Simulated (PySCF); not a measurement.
Cost against size for one kind of job: PBE0-D3(BJ)/def2-SVP geometry optimisation, gas phase in PySCF 2.14.0; work: geometry optimisation from a GFN2-xTB start. Hardware: one thread, Arm Neoverse V1 (aarch64), shared host. Other jobs ran on the host; a repeat could differ by tens of per cent or more.

| species (SMILES) | atoms | electrons | basis functions | SCF cycles | gradient evaluations | wall time |
| --- | --- | --- | --- | --- | --- | --- |
| O=S=O | 3 | 32 | 46 | 27 | 4 | 1.9 s |
| BS[SiH3] | 8 | 40 | 75 | 29 | 5 | 8.2 s |
| C=N[SiH2]O[SiH3] | 12 | 56 | 113 | 101 | 15 | 67 s |
| O=CN([SiH3])[SiH3] | 12 | 56 | 113 | 80 | 12 | 65 s |
| CO[SiH2][SiH2]Br | 12 | 84 | 131 | 72 | 12 | ? |
| FB(F)c1ccccc1 | 14 | 64 | 151 | 34 | 5 | 48 s |
| CO[C@@H]1[CH2][GeH2][CH2][C]1F (doublet state) | 18 | 89 | 180 | 71 | 11 | 6.3 min |

Question: Estimate the withheld figures.

Answer: `CO[SiH2][SiH2]Br`: 62 s.

Question: With all rows, how does the wall time grow with the number of basis functions N?

Answer: A straight line through log(time) against log(N) has slope 3.5 between N = 46 and 180, and the rows scatter about it by a factor of about 1.7 (standard error of the fit). This is a fit to these rows, whose iteration counts differ, not the method's formal scaling.

Question: Which species took longest, and how many times the shortest run?

Answer: `CO[C@@H]1[CH2][GeH2][CH2][C]1F`, at 6.3 min: about 200 times the shortest (1.9 s).
